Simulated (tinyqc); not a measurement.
Worked calculation: harmonic frequencies on the RHF/sto-6g surface (energies and gradients from PySCF), for HF, spin multiplicity 1. One step of it, computed by the program tinyqc.

Question. One row of the Hessian: 2Hz. Displace 2Hz by +/-0.005 bohr; H(k, :) = (g(+) - g(-)) / (2 delta).

optimised positions (bohr):
```
           x         y          z
1F  0.000000  0.000000  -0.133292
2H  0.000000  0.000000   1.669639
```

gradient at +delta (hartree/bohr):
```
             x           y            z
1F  0.00000000  0.00000000  -0.00352577
2H  0.00000000  0.00000000   0.00352577
```

gradient at -delta (hartree/bohr):
```
             x           y            z
1F  0.00000000  0.00000000   0.00352364
2H  0.00000000  0.00000000  -0.00352364
```

Give: row of the Hessian.

Answer.

row of the Hessian (hartree/bohr^2): 1Fx 0.000000, 1Fy 0.000000, 1Fz -0.704941, 2Hx 0.000000, 2Hy 0.000000, 2Hz 0.704941
